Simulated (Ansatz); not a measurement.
Bands of Ni

```xyz
1
Lattice="0.0000 1.7596 1.7596 1.7596 0.0000 1.7596 1.7596 1.7596 0.0000" Properties=species:S:1:pos:R:3 pbc="T T T"
Ni    0.0000    0.0000    0.0000
```

The structure comes from a relaxation in the same program, started in the fcc type, and has space group Fm-3m. Whether it is a known phase or the ground state wasn't checked.

Theory: Ansatz 0.2.0, DFT, PBE, all-electron LAPW, scalar-relativistic.

The runs use a Γ-centred 18×18×18 k mesh, Fermi–Dirac smearing of 0.08 eV, basis error target 1 meV/atom, spin-polarised from start moments Ni 1.5 μB, ending with a cell moment of 0.62 μB.

Points in fractions of the reciprocal vectors of this cell: Γ (0, 0, 0), X (0.5, 0, 0.5), U (0.625, 0.25, 0.625), K (0.375, 0.375, 0.75), L (0.5, 0.5, 0.5), W (0.5, 0.25, 0.75). The path joins them by straight lines in the order Γ–X–U–K–Γ–L–W–X; legs that retrace an earlier one aren't tabulated. Energies are in eV from the Fermi level.

Task: Metal or insulator at this level of theory?

Result: No gap opens: metallic or semimetallic.

Task: Tabulate bands 6 to 12 of the spin-up channel, counted from the lowest band of the run, along the path.

Result: 
| k (1/Å) | point | band 6 | band 7 | band 8 | band 9 | band 10 | band 11 | band 12 |
| --- | --- | --- | --- | --- | --- | --- | --- | --- |
| 0.00 | Γ | -2.45 | -2.45 | -2.45 | -1.26 | -1.26 | 23.46 | 27.37 |
| 0.45 |  | -2.73 | -2.22 | -2.22 | -1.51 | -1.16 | 22.16 | 23.47 |
| 0.89 |  | -3.37 | -1.87 | -1.60 | -1.60 | -0.91 | 19.09 | 19.09 |
| 1.34 |  | -3.98 | -0.84 | -0.84 | -0.65 | -0.32 | 13.30 | 15.90 |
| 1.79 | X | -4.23 | -0.55 | -0.47 | -0.47 | 2.34 | 9.14 | 14.68 |
| 1.94 |  | -4.19 | -0.69 | -0.59 | -0.49 | 2.66 | 9.16 | 13.66 |
| 2.10 |  | -4.09 | -1.16 | -0.71 | -0.54 | 3.44 | 9.23 | 11.66 |
| 2.26 |  | -3.94 | -1.68 | -0.89 | -0.62 | 4.46 | 9.01 | 9.87 |
| 2.42 | U | -3.75 | -2.14 | -1.10 | -0.73 | 5.64 | 7.20 | 9.85 |
| 2.69 |  | -3.59 | -2.55 | -1.28 | -0.68 | 5.84 | 6.74 | 10.62 |
| 2.96 |  | -3.37 | -2.95 | -1.38 | -0.63 | 5.68 | 6.79 | 12.25 |
| 3.24 |  | -3.59 | -2.55 | -1.28 | -0.68 | 5.84 | 6.74 | 10.62 |
| 3.51 | K | -3.75 | -2.14 | -1.10 | -0.73 | 5.64 | 7.20 | 9.85 |
| 3.98 |  | -3.04 | -3.00 | -1.62 | -1.20 | 2.06 | 9.82 | 11.70 |
| 4.46 |  | -3.06 | -2.36 | -1.79 | -1.70 | -0.43 | 14.85 | 15.69 |
| 4.93 |  | -2.68 | -2.26 | -2.26 | -1.44 | -1.20 | 20.42 | 21.55 |
| 5.40 | Γ | -2.45 | -2.45 | -2.45 | -1.26 | -1.26 | 23.46 | 27.37 |
| 5.79 |  | -2.59 | -2.33 | -2.33 | -1.30 | -1.30 | 20.59 | 24.52 |
| 6.18 |  | -2.78 | -2.22 | -2.22 | -1.20 | -1.20 | 14.29 | 23.58 |
| 6.56 |  | -2.35 | -2.35 | -1.99 | -0.81 | -0.81 | 8.66 | 22.47 |
| 6.95 | L | -2.43 | -2.43 | -0.60 | -0.60 | -0.39 | 5.60 | 22.00 |
| 7.27 |  | -2.62 | -2.26 | -1.78 | -0.63 | 1.21 | 5.68 | 19.75 |
| 7.58 |  | -3.14 | -2.55 | -1.80 | -0.69 | 3.29 | 6.00 | 15.84 |
| 7.90 |  | -3.37 | -2.95 | -1.38 | -0.63 | 5.68 | 6.79 | 12.25 |
| 8.21 | W | -3.10 | -3.10 | -1.33 | -0.47 | 7.64 | 7.64 | 9.89 |
| 8.44 |  | -3.60 | -2.46 | -1.18 | -0.47 | 5.85 | 9.58 | 9.64 |
| 8.66 |  | -3.95 | -1.69 | -0.88 | -0.47 | 4.24 | 9.35 | 11.62 |
| 8.88 |  | -4.16 | -0.90 | -0.63 | -0.47 | 2.94 | 9.19 | 13.59 |
| 9.11 | X | -4.23 | -0.55 | -0.47 | -0.47 | 2.34 | 9.14 | 14.68 |
